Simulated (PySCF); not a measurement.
**Vibration and rotation of AlF⁺**

UHF-CCSD(T) constants of AlF⁺, ²Σ⁺ (doublet), unpaired electrons σ ↑ (Al pcseg-1, F pcseg-1; no relativity (PySCF 2.14); masses 26.9815 and 18.9984 u):

- ωe: 913.7 cm⁻¹
- ωexe: 4.48 cm⁻¹
- Be: 0.56485 cm⁻¹
- αe: 0.00401 cm⁻¹
- D (centrifugal): 8.64e-07 cm⁻¹
- De to Al⁺ + F: 2.68 eV

Question: Give the vibrational terms G(v) and spacings up to v = 6.

Answer: G(v) = ωe(v+½) − ωexe(v+½)².

| v | G(v) (cm⁻¹) | G(v) − G(v−1) | Bv (cm⁻¹) |
| --- | --- | --- | --- |
| 0 | 456 |  | 0.5628 |
| 1 | 1360 | 905 | 0.5588 |
| 2 | 2256 | 896 | 0.5548 |
| 3 | 3143 | 887 | 0.5508 |
| 4 | 4021 | 878 | 0.5468 |
| 5 | 4890 | 869 | 0.5428 |
| 6 | 5750 | 860 | 0.5388 |

Correlated steps freeze 6 core orbitals. Correlated levels converge slowly with the basis: in double zeta they bind strong bonds too weakly, by up to about 1 eV, and carry superposition errors of some tenths. For an ion De counts to the pair picked by the measured ionisation energies or electron affinities, which need not be the lowest pair at this level. The state was picked by a PBE0 search and need not be the measured ground state.
